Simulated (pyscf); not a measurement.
H₂O + GeH₂ [singlet] + HF → HO–GeH₃ + HF, a multi-bond step (singlet surface; H–O, F–H broken, Ge–O, Ge–H, F–H formed). Structures and frequencies: ωB97X-D3(BJ)/def2-SVP in PySCF. MP2 and CC: frozen core, UHF for open shells. ΔMP2 is the change of the MP2 total energy from the triple- to the quadruple-zeta basis. Energies in eV from the separated reactants.

Small-basis levels: PySCF, no dispersion term, spherical d functions. 

Task: In single points HF/3-21G puts the saddle at -1.19 eV and the reaction energy at -2.52 eV. Should these be trusted to within a few kcal/mol? Compare with CCSD(T)/def2-TZVPP + ΔMP2(QZVPP).

Result: CCSD(T)/def2-TZVPP + ΔMP2(QZVPP) gives ΔE‡ = -0.55 eV and ΔE = -1.95 eV. HF/3-21G lies 0.64 eV under it in the barrier and 0.57 eV under it in the reaction energy, so on this step it does not hold to within 0.13 eV. CCSD(T)/def2-TZVPP + ΔMP2(QZVPP) has limits of its own. On the reactant side the descent ends in an adduct with a Ge–O contact, 1.24 eV under the separated species and 0.43 eV under the saddle at ωB97X-D3(BJ)/def2-TZVP. On the product side the descent ends in a bound adduct, 0.43 eV under the separated species and 1.70 eV under the saddle at ωB97X-D3(BJ)/def2-TZVP. At CCSD(T) the saddle lies under the separated reactants, which points to a path from their complex (located at ωB97X-D3(BJ) alone). What is counted as formed (Ge–O) is already present as a longer contact in the reactant adduct; forming that adduct is a step of its own. At ωB97X-D3(BJ)/def2-TZVP the barrier from the zero used here is -0.82 eV. One saddle was located; it need not be the lowest between these sides. The CCSD(T) − MP2 part came from Ansatz, without density fitting, on the same reference. The frozen core leaves the outer d or s,p core shells of the metals and heavy elements correlated in the MP2 and CC values, and def2-TZVPP describes them poorly, which can shift differences by a few kcal/mol. In the def2 sets elements up to Kr have no core potential.
